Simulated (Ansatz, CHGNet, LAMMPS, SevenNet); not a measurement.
**fcc Ir: properties by level of theory**

Reference values: lattice constant a 3.831 Å (measured, static lattice: zero-point anharmonic expansion removed; as tabulated in Mejia-Rodriguez and Trickey (2018), arXiv:1807.09216); elastic constant C11 590 GPa (measured, temperature not stated, no zero-point or thermal correction; as tabulated in Mehl and Papaconstantopoulos (1996), arXiv:mtrl-th/9602003); elastic constant C44 262 GPa (measured, temperature not stated, not corrected to a static lattice; as tabulated in Mehl and Papaconstantopoulos (1996), arXiv:mtrl-th/9602003).

```
level (code)                   lattice parameter a (Å)  elastic constant C11 (GPa)  elastic constant C44 (GPa)
-----------------------------  -----------------------  --------------------------  --------------------------
MEAM library.meam-Ir (LAMMPS)                    3.840                         600                         269
CHGNet 0.3.0                                     3.876                         424                        93.5
SevenNet-0                                       3.878                         370                        85.9
PBEsol (Ansatz)                                  3.830                         646                           …
```

Problem. Complete the blanks.

Solution. 
- PBEsol (Ansatz, a program for electronic structure), elastic constant C44 (GPa): 283

Differences from the reference values (errors of the level alone only where the reference is corrected to a static lattice):

```json
[
 {"level": "MEAM library.meam-Ir", "lattice constant a (%)": "+0.23", "elastic constant C11 (%)": "+1.7", "elastic constant C44 (%)": "+2.7"},
 {"level": "CHGNet 0.3.0", "lattice constant a (%)": "+1.17", "elastic constant C11 (%)": "-28", "elastic constant C44 (%)": "-64"},
 {"level": "SevenNet-0", "lattice constant a (%)": "+1.23", "elastic constant C11 (%)": "-37", "elastic constant C44 (%)": "-67"},
 {"level": "PBEsol", "lattice constant a (%)": "-0.03", "elastic constant C11 (%)": "+9.5", "elastic constant C44 (%)": "+8.0"}
]
```

Nearest: lattice constant a, PBEsol; elastic constant C11, not ranked (reference at room or unstated temperature); elastic constant C44, not ranked (reference at room or unstated temperature).

Empirical potentials (MEAM library.meam-Ir) are fitted to chosen data: where that held the value shown, agreement is built in, and what lay outside the fit can be far off. Machine-learned potentials (CHGNet 0.3.0, SevenNet-0) are trained on DFT data: a solid inside that data is no test of them.

Ansatz's density-functional and Hartree–Fock values are scalar-relativistic unless marked +SOC, with PAW data made under PBE.

Differences are worked out from the printed values.

Static lattice: no zero-point or thermal effects.
